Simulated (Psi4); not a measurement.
This Psi4 input (PBE/6-311++G(3df,3pd)) gives -40.46254 Eh with 111 basis functions.

```
memory 8100 MB

molecule {
0 1
C    -0.00000000    0.00000000   -0.00000000
H     0.62054657    0.62688914    0.63896175
H    -0.64285838   -0.62489528    0.61852983
H     0.63693263   -0.63278043   -0.61664082
H    -0.61462083    0.63078657   -0.64085076
}

set {
  basis 6-311++g(3df,3pd)
  scf_type df
}

energy('pbe')
print_variables()
```

Change:
```diff
- basis 6-311++g(3df,3pd)
+ basis def2-tzvp
```

What does the run give now?

-40.46294 Eh (PBE/def2-TZVP, 55 functions), a change of -0.40 mEh.
